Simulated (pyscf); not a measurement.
Cl–In [singlet] + H atom (H•) → [Cl–InH]•, gas phase, doublet surface. Single points on ωB97X-D3(BJ)/def2-SVP structures (PySCF, gas phase). MP2 and CC: frozen core, UHF for open shells. ΔMP2 is the change of the MP2 total energy from the triple- to the quadruple-zeta basis. ΔG in kcal/mol from CCSD(T)/def2-TZVPP + ΔMP2(QZVPP) energies (ideal gas, 1 atm, RRHO with modes under 100 cm⁻¹ raised to 100, one conformer, R ln 2 for chiral ones without a mode under 150 cm⁻¹).

```csv
T (K),ΔG
298,-11.7
600,-5.5
900,?
1200,+7.5
```

Task: Fit a line to the three values, predict ΔG at 900 K, and estimate where the reaction turns unfavourable at 1 atm of each gas.

Result: Least squares gives ΔG = -18.2 + 21.3 × T/1000 K, so ΔS is about -89 J/(mol K) and ΔH about -18.2 kcal/mol over this range (ΔH at 298 K: -17.6). At 900 K the line gives +1.0; the computed value is +0.9. ΔG = 0 falls near 850 K; 1 kcal/mol in the energy moves that by 47 K. This is thermodynamics alone and says nothing of the barrier. The CCSD(T) − MP2 part came from Ansatz, without density fitting, on the same reference. The frozen core leaves the outer d or s,p core shells of the metals and heavy elements correlated in the MP2 and CC values, and def2-TZVPP describes them poorly, which can shift differences by a few kcal/mol. Elements past Kr carry the def2 core potentials, without spin-orbit coupling.
